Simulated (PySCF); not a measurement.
**N2: from the state search to spectroscopic constants**

An exercise on one series of results from a longer session: the logs are not shown, and one member is left open.

Method: N x2c-SVPall, spin-free X2C with a Gaussian nucleus; program: PySCF 2.14.0.

The first run:

Settings of the job:

| Item | Value |
| --- | --- |
| atoms | N, N |
| charge | 0 |
| basis | N x2c-SVPall |
| Hamiltonian | spin-free X2C with a Gaussian nucleus |
| basis functions | 28 |
| electrons treated | 14 |
| masses in u | 14.0031, 14.0031 |
| levels | PBE0, PBE, r²SCAN, r²SCAN0, LDA, B97-3, HF, MP2, SCS-MP2, CCSD, CCSD(T) |
| grid | 80 radial by 434 angular points |
| occupations | held fixed by the projection of orbital angular momentum |
| dissociation limit | N + N, each in its ground configuration |
| starting distance in angstrom | 1.310 |
| values of 2S to try | 0, 2, 4 |

Run with:

```console
OMP_NUM_THREADS=1 python dia.py task.json out
```

Among the steps run: Set-up; First curve: PBE0; Higher solutions at PBE0; PBE; r²SCAN (meta-GGA); r²SCAN0; LDA (local density); B97-3 (global hybrid GGA); RHF (mean field); MP2 and coupled cluster.

One of the session's tables, all rows but one given; the rest of the session is left out.

Energy (eV) from each level's lowest point:

```
R (Å)    RHF  RHF-MP2  RHF-SCS-MP2  RHF-CCSD  RHF-CCSD(T)
0.945  2.214    3.273        3.193       n/a          n/a
0.989  0.857    1.633        1.568     1.416        1.497
1.033      ?        ?            ?         ?            ?
1.066  0.000    0.230        0.197     0.134        0.160
1.099  0.057    0.031        0.013     0.000        0.000
1.132  0.298    0.000        0.000     0.046        0.017
1.176  0.840    0.154        0.180     0.320        0.249
1.231  1.776    0.560        0.622     0.907        0.779
1.297  3.136    1.214        1.327     1.833        1.627
1.385  5.150    2.158        2.353       n/a          n/a
```

Q: Estimate the row for R (Å) = 1.033 from the others.

Worked estimate for «RHF». A straight line through the neighbours (0.989, 0.857) and (1.066, 0.000) gives 0.857 + (0.000 − 0.857) × (1.033 − 0.989) / (1.066 − 0.989) = 0.367; a parabola fitted to 4 rows on both sides gives 0.148.

The run gave: RHF: 0.172; RHF-MP2: 0.644; RHF-SCS-MP2: 0.597; RHF-CCSD: 0.491; RHF-CCSD(T): 0.542. In «RHF» the line misses by +0.195 and the parabola by -0.024.

Caveats from the session: Lowest PBE0 solution found, without spin–orbit coupling: ¹Σg⁺ (singlet), closed shell. Warnings in the runs' records: inverted.
